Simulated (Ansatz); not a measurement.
We consider 1T (CdI2-type) PbI2, described by PBE-D3(BJ) in Ansatz (plane waves, PAW).

Rigid layers of the crystal as relaxed at this level are moved apart or together:

```json
[
 {"run": "1", "k mesh": "12×12×6", "layer repeat (Å)": "6.68", "energy against free layers (meV/Å²)": "-11.46", "gap on the mesh (eV)": "2.021"},
 {"run": "2", "k mesh": "12×12×6", "layer repeat (Å)": "6.83", "energy against free layers (meV/Å²)": "-12.31", "gap on the mesh (eV)": "2.105"},
 {"run": "3", "k mesh": "12×12×6", "layer repeat (Å)": "6.98", "energy against free layers (meV/Å²)": "-12.53", "gap on the mesh (eV)": "2.187"},
 {"run": "4", "k mesh": "12×12×6", "layer repeat (Å)": "7.18", "energy against free layers (meV/Å²)": "-12.18", "gap on the mesh (eV)": "2.292"},
 {"run": "5", "k mesh": "12×12×6", "layer repeat (Å)": "7.48", "energy against free layers (meV/Å²)": "-10.93", "gap on the mesh (eV)": "2.413"},
 {"run": "6", "k mesh": "12×12×4", "layer repeat (Å)": "7.98", "energy against free layers (meV/Å²)": "-8.31", "gap on the mesh (eV)": "2.471"},
 {"run": "7", "k mesh": "12×12×4", "layer repeat (Å)": "8.98", "energy against free layers (meV/Å²)": "-4.30", "gap on the mesh (eV)": "2.535"},
 {"run": "8", "k mesh": "12×12×4", "layer repeat (Å)": "10.98", "energy against free layers (meV/Å²)": "-1.27", "gap on the mesh (eV)": "2.580"}
]
```

The lowest energy of these points lies at a layer repeat of 6.98 Å.

Spin–orbit coupling is not included.

Ansatz is an electronic-structure program.
